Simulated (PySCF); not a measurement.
C₃H₅N₃.
Atom-mapped SMILES: `[CH3:1][n:2]1[cH:3][n:4][n:5][cH:6]1`

Cartesian coordinates in Å at the PBE0-D3(BJ)/def2-SVP level; atoms count from 1:
```
atom  x, y, z in Å
C1    -1.425    0.172   -0.027
N2     0.007    0.008    0.009
C3     0.952    0.725   -0.662
N4     2.147    0.265   -0.404
N5     2.006   -0.781    0.452
C6     0.730   -0.926    0.689
H7    -1.686    1.238    0.032
H8    -1.855   -0.250   -0.948
H9    -1.871   -0.339    0.836
H10    0.716    1.564   -1.316
H11    0.279   -1.675    1.339
```

NICS = −σ at a ghost point: NICS(0) at the centroid of the ring atoms, NICS(1) 1 Å to either side along the normal of their mean plane, zz for the tensor component along that normal. Level: GIAO B97-2/pcSseg-2 (PySCF, non-relativistic, gas phase) on the PBE0-D3(BJ)/def2-SVP geometry, one conformer.

Ring bond lengths (Å): N2–C3 1.363, C3–N4 1.306, N4–N5 1.358, N5–C6 1.306, C6–N2 1.363.

Task: Give the NICS values of each ring in ppm.

Result: 
```
          ring                                                 type  NICS(0)  NICS(1), two faces  NICS(1)zz, two faces  rms pucker (Å)  centre to ring atoms, mean (Å)
N2–C3–N4–N5–C6  5-membered ring with 3 N; formal bonds all aromatic    -11.9       -10.8 / -10.9         -31.1 / -31.6            0.00                            1.14
```

Task: What do they say, and how far can they be read as aromaticity?

Result: 
- N2–C3–N4–N5–C6: mean NICS(1)zz -31.4 ppm, shielded. The ring is flat and has no four-coordinate atom; by the NICS criterion it is aromatic.

Task: What does the geometric index give? HOMA = 1 − mean of α(R − Ropt)² over the ring bonds, with Krygowski's 1993 parameters (CN: Ropt 1.334 Å, α 93.52 Å⁻²; NN: Ropt 1.309 Å, α 130.33 Å⁻²).

Result: 
- N2–C3–N4–N5–C6: HOMA 0.88; the largest term is that of N4–N5, α(R − Ropt)² = 0.32. The geometric and the magnetic index point the same way.

Task: At the first NICS(1) probe listed for ring N2–C3–N4–N5–C6, 1 Å off the ring, how large is the induced field along the normal in 14.1 T applied along it?

Result: NICSzz × B0 = -31.1 ppm × 14.1 T = -439 μT, against the applied field.

Task: List the ring angles.

Result: 
- N2–C3–N4–N5–C6: N2 103.7°, C3 110.6°, N4 107.5°, N5 107.5°, C6 110.6°; sum 540.0° against 540° for a flat convex ring.

Task: How shielded are the nuclei of the rings and their hydrogens (means over atoms taken as equivalent)?

Result: 
```tsv
atoms	environment	σ isotropic (ppm)
N2	pyrrole-type nitrogen	77.7
C3 (×2)	aromatic CH next to a ring nitrogen	36.3
N4 (×2)	pyridine-type nitrogen	-109.3
H10 (×2)	aromatic hydrogen	23.51
```

Task: How do the values depend on the level or the medium?

Result: 
| level | NICS(0), N2–C3–N4–N5–C6 | mean NICS(1)zz, N2–C3–N4–N5–C6 |
| --- | --- | --- |
| B97-2/pcSseg-2, gas | -11.9 | -31.4 |
| PBE0/pcSseg-1, gas | -12.1 | -31.2 |
| BLYP/pcSseg-2, gas | -11.2 | -30.5 |
| BP86/pcSseg-2, gas | -11.4 | -31.0 |
| HF/pcSseg-2, gas | -12.5 | -31.9 |
| LDA/pcSseg-2, gas | -11.1 | -31.1 |
| OPBE/pcSseg-2, gas | -12.1 | -31.2 |
| PBE/pcSseg-2, gas | -11.4 | -31.0 |

The geometry is the same throughout.

On one thread of an x86-64 server, on a shared host, this took 36 s wall. This is the whole shielding run at B97-2/pcSseg-2, SCF included.
